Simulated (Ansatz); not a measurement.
# Width of the whole s-p valence band of zinc-blende AlP at several levels of theory

No measured value is used here.

```csv
level (code),value (eV),cell (Å³/atom)
LDA (Ansatz),11.50,20.38
PBE (Ansatz),11.49,20.38
RPBE (Ansatz),11.47,20.38
PBE-D3(BJ) (Ansatz),11.52,20.26
PBE-D4 (Ansatz),11.52,20.26
rVV10 (Ansatz),11.32,20.99
B3LYP (VWN-RPA form) (Ansatz),12.50,20.38
HSE06 (Ansatz),12.74,20.38
Hartree–Fock (Ansatz),16.39,20.38
```

Widths are read from band energies on the run's k points.  Values are at the measured cell; PBE-D3(BJ) at the level's own equilibrium cell; PBE-D4 at the level's own equilibrium cell; rVV10 at the level's own equilibrium cell. Cutoffs and k meshes differ between the levels. Ansatz's density-functional and Hartree–Fock values are scalar-relativistic unless marked +SOC, with PAW data made under PBE.

Ansatz is a program for electronic structure.
